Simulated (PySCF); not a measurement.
Ranking problems on computed properties.

Each SMILES stands for a single optimised conformer of the isolated species, non-relativistic unless stated; the electronic structure was computed with PySCF and density fitting.

The conformers computed, where there is a choice (atom-mapped SMILES and torsion angles):
- `[O:1]=[N:2][OH:3]`: H–O3–N2–O1 0°
- `[O:1]=[S:2](=[O:3])([Cl:4])[C:5]([F:6])([F:7])[F:8]`: O1–S2–C5–F6 -66°
- `[H]/[N:1]=[C:2]1\[CH2:3][CH2:4][C@H:5]1[C:6]([F:7])([F:8])[F:9]`: C4–C5–C6–F7 174°
- `[CH3:1][CH2:2][C@@H:3]([F:4])[C:5]([NH2:6])=[S:7]`: C1–C2–C3–F4 65°, C2–C3–C5–N6 -110°, H–N6–C5–C3 -179°, H–N6–C5–C3 -5°
- `[SiH3:1][O:2][SiH2:3][PH2:4]`: Si1–O2–Si3–P4 59°, H–P4–Si3–O2 82°, H–P4–Si3–O2 175°
- `[CH3:1]/[CH:2]=[N:3]/[OH:4]`: H–O4–N3–C2 180°
- `[H]/[N:4]=[CH:3]/[O:2][CH3:1]`: C1–O2–C3–N4 0°
- `[CH3:1][CH2:2][CH2:3][PH2+:4][CH3:5]`: C1–C2–C3–P4 54°, C2–C3–P4–C5 165°

The conformers of `O=C1CO[C@H](CCl)C1` and `O=C1C[C@@H](Cl)CCO1` aren't listed.

**Question.** Rank by static isotropic polarisability, highest first (PBE0/def2-SVPD at GFN2-xTB geometries).
A. `C1=CP=CC=N1` (C4H4NP)
B. `[H]/N=C1\CC[C@H]1C(F)(F)F` (C5H6F3N)
C. `Fc1nn(nc1)C` (C3H4FN3)
D. `C[n+]1ccoc1F` ([C4H5FNO]+)
E. `N(=O)O` (HNO2)
F. `CC[C@@H](F)C(N)=S` (C4H8FNS)
G. `O=S(Cl)(=O)C(F)(F)F` (CClF3O2S)
H. `O=C1CO[C@H](CCl)C1` (C5H7ClO2)

**Answer.** F (81.7 au), H (75.3 au), A (73.6 au), B (66.0 au), G (57.0 au), C (54.9 au), D (50.0 au), E (20.0 au).

**Question.** Rank by smallest rotational constant, highest first (GFN2-xTB).
A. `CC[C@@H](F)C(N)=S` (C4H8FNS)
B. `c1cpccn1` (C4H4NP)
C. `[H]/N=C1\CC[C@H]1C(F)(F)F` (C5H6F3N)
D. `c1oc(F)[n+](c1)C` ([C4H5FNO]+)
E. `C/C=N/O` (C2H5NO)
F. `O=NO` (HNO2)
G. `[SiH3]O[SiH2]P` (H7OPSi2)

**Answer.** F (11.643 GHz), E (3.970 GHz), B (2.158 GHz), D (1.874 GHz), G (1.287 GHz), C (1.147 GHz), A (1.095 GHz).

**Question.** By how much do the two ends of that ranking differ?

**Answer.** By 10.548 GHz, between `O=NO` (nitrous acid) and `CC[C@@H](F)C(N)=S`.

**Question.** Rank by HOMO–LUMO gap, highest first (PBE0/def2-SVPD at GFN2-xTB geometries).
A. `O=C1C[C@@H](Cl)CCO1`
B. `C#Cc1nncs1`
C. `[H]/N=C1\CC[C@H]1C(F)(F)F`
D. `[H]/N=C/OC`
E. `O=C1CO[C@H](CCl)C1`
F. `Cn1ncc(F)n1`

**Answer.** D (8.47 eV), A (7.54 eV), F (7.29 eV), C (6.94 eV), E (6.51 eV), B (5.67 eV).

**Question.** Give the two extremes of that set in kcal/mol.

**Answer.** `C#Cc1nncs1`: 131 kcal/mol; `[H]/N=C/OC`: 195 kcal/mol.

**Question.** Rank by lowest singlet excitation, highest first (TDDFT PBE0/def2-SVPD at GFN2-xTB geometries).
A. `O=C1C[C@@H](Cl)CCO1` (C5H7ClO2)
B. `CCC[PH2+]C` ([C4H12P]+)
C. `[H]/N=C1\CC[C@H]1C(F)(F)F` (C5H6F3N)
D. `CN1N=CC(F)=N1` (C3H4FN3)
E. `O=NO` (HNO2)
F. `C#Cc1nncs1` (C4H2N2S)

**Answer.** B (8.29 eV), D (6.44 eV), A (5.57 eV), C (5.00 eV), F (4.10 eV), E (3.58 eV).

**Question.** Rank by HOMO energy, lowest first (PBE0/def2-SVPD at GFN2-xTB geometries).
A. `CCC[PH2+]C` ([C4H12P]+)
B. `N(O)=O` (HNO2)
C. `C[n+]1ccoc1F` ([C4H5FNO]+)
D. `O=S(=O)(Cl)C(F)(F)F` (CClF3O2S)

**Answer.** A (-13.85 eV), C (-13.29 eV), D (-9.97 eV), B (-8.47 eV).

**Question.** Rank by lowest triplet excitation (Tamm–Dancoff), lowest first (TDA PBE0/def2-SVPD at GFN2-xTB geometries).
A. `C#Cc1nncs1`
B. `O=C1CO[C@H](CCl)C1`
C. `[H]/N=C1\CC[C@H]1C(F)(F)F`
D. `CC[C@@H](F)C(N)=S`
E. `C[n+]1ccoc1F`
F. `Cn1ncc(F)n1`

**Answer.** D (3.18 eV), A (3.42 eV), B (3.76 eV), C (4.24 eV), E (4.39 eV), F (4.75 eV).
